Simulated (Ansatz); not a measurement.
Input file for Ansatz (an electronic-structure program): U-B3LYP-D3(BJ)/def2-TZVP on nitrogen dioxide (SMILES [O]N=O), 2S+1 = 2.

Ansatz 0.2 input:
```yaml
crystal:
  periodic: [false, false, false]
  atoms:
    - {symbol: O, position_ang: [1.10213690, -0.12803763, 0.00927586]}
    - {symbol: N, position_ang: [-0.02791776, 0.26935988, -0.02894940]}
    - {symbol: O, position_ang: [-1.09909569, -0.10579354, -0.03296620]}
basis:
  gaussian:
    orbitals: def2-TZVP
hamiltonian:
  xc: b3lyp
  dispersion: d3bj
magnetization: {spin_polarized: true, initial_magnetization: 1}
relax: {f_tol: 0.003, max_steps: 120}
```

The log:

```
WARN ansatz: RAYON_NUM_THREADS=1 ignored (pool sized by the plan → 1); use --threads N
Functional definition: B3LYP
integrals: 0.01 GiB planned
457 factors; their error is unknown
mean field: 0.24 GiB planned
mean field evaluation 1: about -5580.4275 eV, gradient 2.8e1 eV
mean field evaluation 2: about -5576.4156 eV, gradient 4.6e1 eV
mean field evaluation 4: about -5582.5609 eV, gradient 5.9e0 eV
mean field evaluation 8: about -5582.6790 eV, gradient 2.7e-2 eV
mean field evaluation 16: about -5582.6998 eV, gradient 6.3e-5 eV
mean field -5582.69979327 eV, -205.1604333129 hartree, gradient 6.3e-5 eV, S^2 0.753258; 0 other end points of the search recorded, 0 dependent functions left out
the calculation of the forces begins
reference -5582.69994957 eV, -205.1604390569 hartree; 12, 11 occupied and 81, 82 virtual orbitals, 457 factors
relax step   1: F+E_penalty+E_count = -5582.74121046 eV  Δ(F+E_penalty+E_count) = +0.000e0 eV  max|allowed force component| = 4.435e0 eV/Å  Δτ_max = 0.0000 Å  (31 SCF iters, accepted)
these checks for a lower state are left out or cut short: starts, cluster_reference, orbital_swaps, neighbouring_geometries, increment
integrals: 0.01 GiB planned
457 factors; their error is unknown
mean field: 0.24 GiB planned
mean field -5582.83996866 eV, -205.1655846635 hartree, gradient 2.2e-5 eV, S^2 0.753473; 0 other end points of the search recorded, 0 dependent functions left out
the calculation of the forces begins
reference -5582.84012598 eV, -205.1655904446 hartree; 12, 11 occupied and 81, 82 virtual orbitals, 457 factors
relax step   2: F+E_penalty+E_count = -5582.88134569 eV  Δ(F+E_penalty+E_count) = -1.401e-1 eV  max|allowed force component| = 1.422e0 eV/Å  Δτ_max = 0.0228 Å  (37 SCF iters, accepted)
these checks for a lower state are left out or cut short: starts, cluster_reference, orbital_swaps, neighbouring_geometries, increment
integrals: 0.01 GiB planned
457 factors; their error is unknown
mean field: 0.24 GiB planned
mean field evaluation 32: about -5582.8780 eV, gradient 1.6e-5 eV
mean field -5582.87795764 eV, -205.1669807325 hartree, gradient 1.6e-5 eV, S^2 0.753611; 0 other end points of the search recorded, 0 dependent functions left out
the calculation of the forces begins
reference -5582.87811553 eV, -205.1669865349 hartree; 12, 11 occupied and 81, 82 virtual orbitals, 457 factors
relax step   3: F+E_penalty+E_count = -5582.91935921 eV  Δ(F+E_penalty+E_count) = -3.801e-2 eV  max|allowed force component| = 3.685e-1 eV/Å  Δτ_max = 0.0227 Å  (38 SCF iters, accepted)
these checks for a lower state are left out or cut short: starts, cluster_reference, orbital_swaps, neighbouring_geometries, increment
integrals: 0.01 GiB planned
457 factors; their error is unknown
mean field: 0.24 GiB planned
mean field -5582.88156543 eV, -205.1671133165 hartree, gradient 2.0e-5 eV, S^2 0.753661; 0 other end points of the search recorded, 0 dependent functions left out
the calculation of the forces begins
reference -5582.88172354 eV, -205.1671191268 hartree; 12, 11 occupied and 81, 82 virtual orbitals, 457 factors
relax step   4: F+E_penalty+E_count = -5582.92299832 eV  Δ(F+E_penalty+E_count) = -3.639e-3 eV  max|allowed force component| = 7.402e-2 eV/Å  Δτ_max = 0.0125 Å  (37 SCF iters, accepted)
these checks for a lower state are left out or cut short: starts, cluster_reference, orbital_swaps, neighbouring_geometries, increment
integrals: 0.01 GiB planned
457 factors; their error is unknown
mean field: 0.24 GiB planned
mean field -5582.88181698 eV, -205.1671225609 hartree, gradient 1.8e-5 eV, S^2 0.753655; 0 other end points of the search recorded, 0 dependent functions left out
the calculation of the forces begins
reference -5582.88197506 eV, -205.1671283700 hartree; 12, 11 occupied and 81, 82 virtual orbitals, 457 factors
relax step   5: F+E_penalty+E_count = -5582.92324289 eV  Δ(F+E_penalty+E_count) = -2.446e-4 eV  max|allowed force component| = 3.444e-4 eV/Å  Δτ_max = 0.0023 Å  (38 SCF iters, accepted)
integrals: 0.01 GiB planned
457 factors; their error is unknown
mean field: 0.24 GiB planned
mean field evaluation 64: about -5582.8817 eV, gradient 1.8e-1 eV
mean field -5582.88181698 eV, -205.1671225609 hartree, gradient 1.9e-5 eV, S^2 0.753655; 1 other end points of the search recorded, 0 dependent functions left out
the calculation of the forces begins
reference -5582.88197506 eV, -205.1671283700 hartree; 12, 11 occupied and 81, 82 virtual orbitals, 457 factors
Total energy: -5582.92340097 eV, -205.1686507442 hartree
Atom 0 at     1.088059    -0.148563     0.009891 Å, force    -0.000344     0.000069    -0.000009 eV/Å
Atom 1 at    -0.006140     0.319058    -0.030671 Å, force     0.000004    -0.000131     0.000006 eV/Å
Atom 2 at    -1.106795    -0.134967    -0.031861 Å, force     0.000341     0.000062     0.000004 eV/Å
Dipole moment:     0.000478     0.068337    -0.002919 e Å
```

The run converged.

Cost: about 7 core-seconds (a rough figure).
